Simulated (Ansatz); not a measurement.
Relaxation of C₃H₈N₂O (14 atoms, charge 0, multiplicity 1), to a largest force component of 0.02 eV/Å in at most 50 steps.

All numbers below come from RKS LDA/def2-SVP in Ansatz.

```xyz
14
Properties=species:S:1:pos:R:3
C -0.487 -1.606 1.265
N -0.205 -1.552 -0.166
C 0.572 -0.391 -0.528
N -0.148 0.816 -0.522
C 0.470 1.851 -0.738
O -0.172 3.045 -0.747
H 0.394 -1.617 1.875
H -1.102 -2.429 1.468
H -1.111 -0.663 1.591
H -1.063 -1.467 -0.676
H 1.452 -0.300 0.186
H 1.025 -0.553 -1.504
H 1.503 1.980 -0.900
H -1.141 2.857 -0.577
```

Question: Where does it end, and by what steps?

Answer: The forces met the threshold. After 21 steps the energy has fallen by 0.557 eV; H13 moved furthest, 1.17 Å.

| step | energy less start (eV) | largest force component (eV/Å) | accepted |
| --- | --- | --- | --- |
| 0 | 0.0000 | 3.558 | yes |
| 1 | -0.4184 | 1.056 | yes |
| 2 | -0.4706 | 0.470 | yes |
| 3 | -0.4679 | 0.375 | no |
| 4 | -0.4874 | 0.203 | yes |
| 5 | -0.4927 | 0.072 | yes |
| 6 | -0.4964 | 0.130 | yes |
| 7 | -0.4985 | 0.648 | yes |
| 8 | -0.5082 | 0.423 | yes |
| 9 | -0.5285 | 0.142 | yes |
| 10 | -0.5126 | 0.444 | no |
| 11 | -0.5359 | 0.178 | yes |
| 12 | -0.5411 | 0.259 | yes |
| 13 | -0.5500 | 0.088 | yes |
| 14 | -0.5539 | 0.099 | yes |
| 15 | -0.5560 | 0.087 | yes |
| 16 | -0.5564 | 0.141 | yes |
| 17 | -0.5565 | 0.146 | yes |
| 18 | -0.5569 | 0.098 | yes |
| 19 | -0.5574 | 0.027 | yes |
| 20 | -0.5573 | 0.028 | no |
| 21 | -0.5574 | 0.007 | yes |

```xyz
14
Properties=species:S:1:pos:R:3
C -0.443 -1.256 1.219
N -0.149 -1.553 -0.152
C 0.572 -0.526 -0.832
N -0.136 0.723 -0.924
C 0.341 1.736 -0.334
O -0.256 2.922 -0.336
H 0.510 -1.136 1.786
H -0.993 -2.099 1.689
H -1.039 -0.319 1.388
H -1.004 -1.790 -0.673
H 1.560 -0.398 -0.308
H 0.799 -0.880 -1.865
H 1.304 1.755 0.236
H -1.078 2.792 -0.865
```

Run time: 27 s on 2 threads of Intel(R) Xeon(R) Platinum 8488C (Sapphire Rapids), on a shared host, peak memory 0.17 GiB.
